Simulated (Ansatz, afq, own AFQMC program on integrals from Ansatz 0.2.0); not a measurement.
Cl, doublet: AFQMC among the cluster methods

A free Cl atom.

Basis aug-cc-pVTZ. Only valence electrons are correlated. Ansatz 0.2.0 and our own AFQMC program on the same integrals; the CISD trial comes from CCSD amplitudes, and released means the phaseless constraint is let go. ± is one standard error of the sampling.

Determinant: UHF, the one that the program's search chose, which needn't be the lowest solution.

No full CI on the walks' own integrals is used here; CCSDT(Q) serves as the reference and is uncertain by about the last step of the cluster series.

* T1 diagnostic: 0.0071
* weight of the determinant in the CISD state: 0.929
* ⟨S²⟩ of the determinant: 0.760
* size of the correlated space: 7 electrons in 45 orbitals

Reference: CCSDT(Q), correlation energy -5.201 eV. The released energy is read at 1.50 1/Eh (meV from the phaseless value at times in 1/Eh: -4.2 ± 1.9 at 0.24, -5.4 ± 1.5 at 0.50, -6.8 ± 1.3 at 1.00, -6.8 ± 2.4 at 1.50).

```
         level  E − E(reference) (kJ/mol)  share of correlation (%)
            HF                      501.8                      0.00
           MP2                       78.2                     84.42
          CCSD                       18.5                     96.31
       CCSD(T)                        2.3                     99.54
         CCSDT                        0.5                     99.90
   ph-AFQMC/HF                 10.9 ± 1.2                     97.83
 ph-AFQMC/CISD                  0.8 ± 0.2                     99.84
released AFQMC                  0.1 ± 0.2                     99.98
```

A walk keeps the symmetry of its determinant, which the program's search chose and which needn't be the lowest solution, so a lower state of the same spin and another symmetry isn't excluded. Released energies are given only where the last usable release times agree within the noise; a slower fall can still hide under it.
